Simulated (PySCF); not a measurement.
These are B3LYP-D3(BJ)/def2-TZVP (PySCF 2.14.0) values and carry that method's errors. All species are isolated molecules in the gas phase. B3LYP has the VWN-RPA correlation part, as in Gaussian. Excitations are Tamm–Dancoff values on a coarser integration grid. The basis has no diffuse functions, so Rydberg states are missing or too high.

Reference species (SMILES): `CC#N` (neutral, multiplicity 1).

- HOMO–LUMO gap = 9.71 eV
- S1 excitation (TDA) = 7.86 eV

Changed species: `N#C` (X = H; the reference has X = methyl).

Question: Give the shifts of the HOMO–LUMO gap and S1 excitation (TDA).

Answer: the HOMO–LUMO gap increases by 0.44 eV, to 10.15 eV; the S1 excitation (TDA) goes up by 0.07 eV, to 7.93 eV.
